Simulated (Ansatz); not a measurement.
Strength of the C–H bond: C3H8N → C3H7N + H

Species: C3H8N `CC[N]C`, doublet; C3H7N `C=NCC`, singlet; H atom, doublet. 

Shapes, held fixed at every level: PBE0-D4/def2-TZVP. Flexible molecules stand in one conformer, not always the lowest. Programs: Ansatz 0.2.0. The zero-point and thermal change to 298 K, harmonic and unscaled (PBE0-D4/def2-TZVP), is -19.2 kJ/mol.

```tsv
level	kind	ΔH(298 K) (kJ/mol)
HF/def2-TZVPP	Hartree–Fock	+154.8
PBE-D4/def2-TZVPP	GGA	+143.6
r2SCAN-D4/def2-TZVPP	meta-GGA	+165.5
PBE0-D4/def2-TZVPP	global hybrid	+157.1
wB97X-V/def2-TZVPP	range-separated hybrid	+155.0
B2PLYP/def2-TZVPP	double hybrid	+142.2
MP2/def2-SVP	perturbation theory	+105.8
MP2/def2-TZVPP	perturbation theory	+112.2
```

MP2/def2-TZVPP gives ΔH(298 K) = +112.2 kJ/mol; the levels span +105.8 to +165.5. A fragment pairs its electrons up again, so this isn't a typical strength of such a bond. The median of the levels is +149.2. No measured value is set beside it here. Open shells run unrestricted unless RO is named.
